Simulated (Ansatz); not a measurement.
A made-up structure of BSi$_{2}$H$_{6}$ (charge -1), singlet:

```xyz
9
angstrom
B -0.8066 0.0833 -0.6493
Si 0.7869 0.8029 0.3335
Si -0.0628 -1.1098 1.3389
H 0.7133 1.1077 1.7184
H -1.8264 0.7181 -0.4991
H 0.6770 2.1107 1.0556
H 2.1291 0.7747 -0.3279
H -1.1553 -1.0301 0.0234
H 0.8511 -1.9858 0.4771
```

It is relaxed with PBE-D4/def2-SVPD and then PBE0-D4/def2-TZVPD (Ansatz 0.2.0). Atoms count as bonded within 1.22 times the sum of their covalent radii (H–H: 0.88 Å). The end point is not checked to be a true minimum.

**Question.** Does its bonding change? (A judgement: the text doesn't fix the answer.)

**Answer.** Computed: Yes. Formed: B1–Si3, Si3–H4; broken: Si2–H4, Si3–H8.

Where it ends: The first stage lowers the energy by 4.31 eV in 19 steps. It ends as BSi₂H₆ ([BH2]1[SiH2][SiH2]1), total charge -1:
B1  (-0.892, -0.026, -0.214)
Si2  (0.836, 1.046, -0.148)
Si3  (0.250, -0.575, 1.378)
H4  (-0.028, -0.160, 2.794)
H5  (-1.898, 0.591, 0.055)
H6  (0.924, 2.471, 0.317)
H7  (2.017, 0.796, -1.039)
H8  (-0.970, -0.839, -1.108)
H9  (1.067, -1.832, 1.435)
(Å)

Labels in which every atom is bracketed show which atoms are joined, not bond orders.

For scale, one of the runs: PBE0-D4/def2-TZVPD relaxation, 177 basis functions, launched by `ansatz run in.yaml --threads 2 --pin off --events-out ev --progress --plain --max-ram 4352MiB`. Hardware: 2 CPU threads of an AMD EPYC 9R45, shared host. Wall time about 18 s.
